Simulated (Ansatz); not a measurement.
We consider cubic perovskite SrTiO3 (cubic form, which distorts at low temperature), described by rVV10 in Ansatz (plane waves, PAW).

Run with plane-wave cutoff 520 eV, 10×10×10 k mesh, Fermi–Dirac smearing 0.01 eV, no spin polarisation, scalar-relativistic PAW data made under PBE.

Computed at the level's own relaxed cell.

Q: Predict the lattice constant a, bulk modulus, smallest direct gap on the k points sampled, band gap and volume per atom.

A: 
lattice constant a: 3.945 Å
bulk modulus: 174 GPa
smallest direct gap on the k points sampled: 2.18 eV
band gap: 1.82 eV
volume per atom: 12.28 Å³/atom

Measured, for comparison: band gap 3.59 eV (zero-point renormalisation of 336 meV (experimental, the table's column) added back here, indirect; inputs from Miglio et al. (2020), arXiv:2011.12765); lattice constant a 3.89 Å, equilibrium volume per atom 11.77 Å³/atom (0 K, cubic phase extrapolated to 0 K; as tabulated in Bilc et al. (2008), arXiv:0805.0753); bulk modulus 172 GPa (room temperature, not corrected to a static lattice, Murnaghan fit, our sources range from 165 to 179; as tabulated in Guennou et al. (2010), arXiv:0910.0710). Computed (rounded) less measured: lattice constant a +1.4 %, bulk modulus +1 % (inside the range of the sources held), equilibrium volume per atom +4.3 %.

Note: the relaxation could not lower the start's symmetry, so the cell can be a saddle point above a distorted one.

Spin–orbit coupling is not included.

The computed numbers hold no vibrational or temperature effects.

It cost roughly 60 core-seconds of CPU time.

Ansatz is a first-principles code.
